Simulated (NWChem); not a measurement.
hydrogen chloride (HCl) in NWChem

```
Cl
H 1 1.2897
```
Charge 0, spin multiplicity 1.

Program: NWChem. All single points use one geometry, from B3LYP/def2-SVP, a minimum by its harmonic frequencies.

The correlated methods keep 5 core orbitals frozen. The Pople sets run with spherical d functions.

Worked example. A B2PLYP run in 6-31G* ends its self-consistent part (53 % exact exchange, 47 % B88, 73 % LYP) at -460.57947 Ha, and second-order perturbation theory on those orbitals gives -0.15788 Ha unscaled.

The perturbative term enters with the weight 0.27: -460.57947 + 0.27·(-0.15788) = -460.62210 Ha is the total energy.
